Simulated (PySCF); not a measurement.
# Property card for vinylcyanoacetylene, `C=CC#CC#N`

Compound: vinylcyanoacetylene, C5H3N.
Numbering: `[CH2:1]=[CH:2][C:3]#[C:4][C:5]#[N:6]` (hydrogens: H7, H8 on C1; H9 on C2)

Among its groups: nitrile, alkyne and C=C double bond.

**GFN2-xTB geometry**

```
Point group of the GFN2-xTB geometry                  : Cs
Rotational constants A, B, C of the GFN2-xTB geometry : 39.395, 1.401, 1.353 GHz
```

**PBE0/def2-SVPD ground state and vertical TDDFT (core frozen in the response) (PySCF)**

```
Dipole moment                                                     : 5.17 D
HOMO energy                                                       : -7.88 eV
LUMO energy                                                       : -2.33 eV
HOMO–LUMO gap                                                     : 5.55 eV
Lowest singlet excitation                                         : 4.56 eV (272 nm, f = 0.000)
Strongest line among the 8 lowest singlet transitions             : S4 at 6.72 eV (185 nm, f = 0.874)
Lowest triplet excitation (Tamm–Dancoff)                          : 3.03 eV
Static isotropic polarisability                                   : 71.9 au
Electronic spatial extent ⟨r²⟩ about the centre of nuclear charge : 802 bohr²
```

Monoisotopic mass (most abundant isotopes): 77.0265 u.

The rotational constants make it an asymmetric top with κ = (2B − A − C)/(A − C) = -1.00, nearer the prolate limit (−1). The dipole matches unit charges of opposite sign 1.08 Å apart (1 e·Å = 4.8032 D). No computed singlet falls in the visible range (750 to 380 nm, 1.65 to 3.26 eV); S1 lies 1.30 eV above its blue end. The largest Löwdin shares of the LUMO are 0.26 on C1, 0.16 on C2, 0.15 on C3 and 0.14 on C4. The polarisability is 10.65 Å³ as a volume (1 au = 0.148185 Å³), or 1.80 au for each of the 40 electrons. The vertical singlet–triplet gap S1 − T1 is 1.53 eV (TDDFT singlet less Tamm–Dancoff triplet; S1: HOMO−1→LUMO, weight 0.90; T1: HOMO→LUMO, weight 0.94).

Geometry: GFN2-xTB; no solvent, vibrations or thermal averaging.
